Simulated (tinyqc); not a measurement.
Worked calculation: ROHF in the sto-3g basis, for CH, spin multiplicity 4. One step of it, computed by the program tinyqc.

Question. Iteration 3: Roothaan effective Fock matrix. With projectors Pc = D(beta) S, Po = (D(alpha) - D(beta)) S, Pv = 1 - D(alpha) S, the block xy is Px^T F Py; with Fc = (F(alpha) + F(beta))/2, the blocks are Fc for cc, oo, vv and cv, F(beta) for co and F(alpha) for ov.

F(alpha) (hartree), lower triangle:
```
,1C 1s,1C 2s,1C 2px,1C 2py,1C 2pz,2H 1s
1C 1s,-10.706505
1C 2s,-2.930695,-1.535251
1C 2px,0.000000,0.000000,-0.257878
1C 2py,0.000000,0.000000,0.000000,-0.257878
1C 2pz,-0.014072,-0.147124,0.000000,0.000000,-0.376999
2H 1s,-0.962706,-0.885822,0.000000,0.000000,-0.546600,-0.690897
```

F(beta) (hartree), lower triangle:
```
,1C 1s,1C 2s,1C 2px,1C 2py,1C 2pz,2H 1s
1C 1s,-10.647611
1C 2s,-2.843038,-1.116551
1C 2px,0.000000,0.000000,0.488110
1C 2py,0.000000,0.000000,0.000000,0.488110
1C 2pz,-0.015730,-0.250222,0.000000,0.000000,0.324573
2H 1s,-0.927310,-0.717717,0.000000,0.000000,-0.257922,-0.406952
```

D(alpha) after iteration 2, lower triangle:
```
,1C 1s,1C 2s,1C 2px,1C 2py,1C 2pz,2H 1s
1C 1s,1.064533
1C 2s,-0.257191,1.028940
1C 2px,0.000000,0.000000,1.000000
1C 2py,0.000000,0.000000,0.000000,1.000000
1C 2pz,0.018362,-0.136967,0.000000,0.000000,0.773280
2H 1s,-0.007830,0.017135,0.000000,0.000000,0.192435,0.050500
```

D(beta) after iteration 2, lower triangle:
```
,1C 1s,1C 2s,1C 2px,1C 2py,1C 2pz,2H 1s
1C 1s,1.061826
1C 2s,-0.242905,0.953549
1C 2px,0.000000,0.000000,0.000000
1C 2py,0.000000,0.000000,0.000000,0.000000
1C 2pz,-0.027062,0.102749,0.000000,0.000000,0.011072
2H 1s,-0.018816,0.075111,0.000000,0.000000,0.008093,0.005917
```

overlap S, lower triangle:
```
,1C 1s,1C 2s,1C 2px,1C 2py,1C 2pz,2H 1s
1C 1s,1.000000
1C 2s,0.248362,1.000000
1C 2px,0.000000,0.000000,1.000000
1C 2py,0.000000,0.000000,0.000000,1.000000
1C 2pz,0.000000,0.000000,0.000000,0.000000,1.000000
2H 1s,0.079916,0.553808,0.000000,0.000000,0.500878,1.000000
```

Give: effective F.

Answer.

effective F (hartree), lower triangle:
```
,1C 1s,1C 2s,1C 2px,1C 2py,1C 2pz,2H 1s
1C 1s,-10.677
1C 2s,-2.886,-1.316
1C 2px,0.000,0.000,0.115
1C 2py,0.000,0.000,0.000,0.115
1C 2pz,-0.023,-0.230,0.000,0.000,-0.047
2H 1s,-0.949,-0.819,0.000,0.000,-0.405,-0.546
```
